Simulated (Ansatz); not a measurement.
A made-up structure of CH2AlO, doublet:

```xyz
5
angstrom
C -1.1097 -0.1942 0.0430
O -0.0348 -0.8210 0.1587
Al 0.3845 0.7591 -0.8851
H -0.0594 -1.6606 0.6438
H 0.8228 2.0329 -0.0276
```

It is relaxed with PBE-D4/def2-SVP and then PBE0-D4/def2-TZVP (Ansatz 0.2.0). Atoms count as bonded within 1.22 times the sum of their covalent radii (H–H: 0.88 Å). The end point is not checked to be a true minimum.

(1) Does its bonding change? (Judge from chemistry; the calculation decides.)

Results:

(1) The calculation gives: Yes. Formed: none; broken: O2–Al3.

Where it ends: The first stage lowers the energy by 1.75 eV in 16 steps. It ends as CH₂AlO ([OH][C][AlH]):
C1  (-0.070, -0.269, 0.087)
O2  (-0.430, -1.529, 0.069)
Al3  (0.234, 1.238, -0.960)
H4  (-0.433, -1.895, 0.964)
H5  (0.703, 2.570, -0.227)
(Å)

Labels in which every atom is bracketed show which atoms are joined, not bond orders.

For scale, one of the runs: PBE0-D4/def2-TZVP relaxation, 111 basis functions, launched by `ansatz run in.yaml --threads 2 --pin off --events-out ev --progress --plain --max-ram 4352MiB`. Hardware: 2 CPU threads of an Arm Neoverse V1, shared host. Wall time about 65 s.
